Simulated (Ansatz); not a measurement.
**C₂H₅B (SMILES B=CC): functionals against CCSD(T) at one geometry**

An exercise on one series of results from a longer session: the logs are not shown, and one member is left open.

Computed with Ansatz 0.2.0, Gaussian basis. Level: single points in def2-TZVPP.

Cores are frozen in the correlated methods. B3LYP uses VWN-RPA correlation.

**The starting structure**

8 atoms, charge 0, spin multiplicity 1.

Atoms are counted from 1 here; the program's logs count them from 0.

Bond lengths: B1–C2 1.391 Å, B1–H4 1.151 Å, C2–C3 1.506 Å, C2–H5 1.097 Å, C3–H6 0.973 Å, C3–H7 1.129 Å, C3–H8 1.178 Å. Angles: C2–B1–H4 178.3°, B1–C2–C3 133.5°, B1–C2–H5 114.8°, C3–C2–H5 111.5°, C2–C3–H6 113.6°, C2–C3–H7 110.2°, C2–C3–H8 105.7°, H6–C3–H7 109.3°, H6–C3–H8 109.1°, H7–C3–H8 108.7°.

Geometry (Å):

```xyz
8
charge 0, multiplicity 1
B    -0.8379   -0.1373   -1.4248
C    -0.0357    0.3865   -0.4158
C     0.4049   -0.1255    0.9307
H    -1.4798   -0.5581   -2.2826
H     0.3239    1.4066   -0.5959
H     0.1145    0.4315    1.6742
H     1.5290   -0.2309    0.9592
H    -0.0779   -1.1951    1.0381
```

The first run:

run/in.yaml

```yaml
crystal:
  periodic: [false, false, false]
  atoms:
    - {symbol: B, position_ang: [-0.837900, -0.137300, -1.424800]}
    - {symbol: C, position_ang: [-0.035700, 0.386500, -0.415800]}
    - {symbol: C, position_ang: [0.404900, -0.125500, 0.930700]}
    - {symbol: H, position_ang: [-1.479800, -0.558100, -2.282600]}
    - {symbol: H, position_ang: [0.323900, 1.406600, -0.595900]}
    - {symbol: H, position_ang: [0.114500, 0.431500, 1.674200]}
    - {symbol: H, position_ang: [1.529000, -0.230900, 0.959200]}
    - {symbol: H, position_ang: [-0.077900, -1.195100, 1.038100]}
basis:
  gaussian: {orbitals: def2-TZVPP}
correlation: {method: ccsd_t}
output: {forces: true}
```

The command line of these runs was not kept.

Steps of the session up to this table: CCSD(T)/def2-TZVPP; PBE0-D4/def2-TZVPP; wB97M-V/def2-TZVPP; r2SCAN-D4/def2-TZVPP; PBE-D4/def2-TZVPP; B3LYP-D4/def2-TZVPP; r2SCAN0-D4/def2-TZVPP.

One table of the session follows, with a row left open; its other results are not shown here.

| method | RMS force component (eV/Å) | angle to CCSD(T) forces (°) | dipole (D) |
| --- | --- | --- | --- |
| CCSD(T) | 1.949 | reference | 0.22 |
| PBE0-D4 | 1.989 | 5.4 | 0.20 |
| wB97M-V | 1.956 | 5.7 | 0.27 |
| r2SCAN-D4 | 1.960 | 4.8 | 0.13 |
| PBE-D4 | ? | ? | ? |
| B3LYP-D4 | 1.941 | 5.0 | 0.19 |
| r2SCAN0-D4 | 1.981 | 6.0 | 0.23 |

Q: Estimate the row for PBE-D4 from the others.

The run gave: RMS force component (eV/Å): 1.967; angle to CCSD(T) forces (°): 5.6; dipole (D): 0.08. In the column «RMS force component (eV/Å)» it lies between r2SCAN-D4 (1.960) and r2SCAN0-D4 (1.981).
